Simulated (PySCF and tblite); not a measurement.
The numbers below are computed, except where a source is named.
System: C₄H₇NO, numbered as in [CH2:1]=[CH:2][N:3]([CH3:4])[CH:5]=[O:6].

Level: PBE0/pcSseg-1 + D3(BJ) on GFN2-xTB stationary points, with GFN2-xTB thermal terms. Rate constants are transition-state-theory values, counting equivalent paths, without tunnelling. Run with tblite and PySCF.

Q: How high is the barrier to the rotation about the C2–N3 bond (torsion C1–C2–N3–C4 from 0° to 164°, rising), through which structure does it pass, and what rate follows at 298 K?

A: The electronic barrier is 8.6 kcal/mol and ΔG‡(298 K) 7.9 kcal/mol, over a C1 saddle with an imaginary mode of 143i cm⁻¹ (GFN2-xTB). With 2 equivalent paths, k is 2.2×10⁷ s⁻¹, a mean lifetime of the start of 47 ns against this motion. The end lies 4.0 kcal/mol above the start in free energy.
